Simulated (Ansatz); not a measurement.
The input, for Ansatz 0.2.0:

```yaml
crystal:
  periodic: [false, false, false]
  atoms:
    - {symbol: F, position_ang: [0.000000, 0.000000, -1.903100]}
    - {symbol: Al, position_ang: [0.000000, 0.000000, -0.254900]}
    - {symbol: Ge, position_ang: [0.000000, 0.000000, 2.158000]}
basis:
  gaussian: {orbitals: cc-pVDZ}
total_charge: 1
magnetization: {spin_polarized: true, initial_magnetization: 1}
hamiltonian: {xc: {name: B2PLYP}}
correlation: {electrons: outside_noble_gas}
```

```sh
$ ansatz run in.yaml --threads 1 --pin off --events-out ev --progress --plain --max-ram 2393MiB
```

Task: Roughly how long does this take on 1 thread of Arm Neoverse N1, shared host, and how much host memory?

Result: 11 s wall and 0.26 GiB.

```
638 factors; integrals over basis functions are off by at most 7.2e-4 eV
mean field evaluation 1: about -65793.9791 eV, gradient 5.3e1 eV
mean field evaluation 2: about -65794.0481 eV, gradient 5.3e1 eV
mean field evaluation 4: about -65803.8328 eV, gradient 8.8e0 eV
mean field evaluation 8: about -65805.0053 eV, gradient 2.6e-1 eV
mean field evaluation 16: about -65805.0063 eV, gradient 3.9e-4 eV
mean field evaluation 32: about -65804.9862 eV, gradient 3.5e-1 eV
mean field -65805.00626343 eV, -2418.2893759457 hartree, gradient 5.0e-6 eV, S^2 0.753554; 2 other end points of the search recorded, 0 dependent functions left out
20 core orbitals not correlated: weight in the atoms' cores, before any rotation towards them, 1.000 or more for the frozen orbitals, at most 0.000 for the correlated occupied ones
reference -65805.00639486 eV, -2418.2893807757 hartree; 7, 6 occupied and 32, 33 virtual orbitals, 638 factors
second order -9.40221232 eV of doubles, -0.00000000 eV of singles
Total energy: -65807.54499218 eV, -2418.3826725067 hartree
```
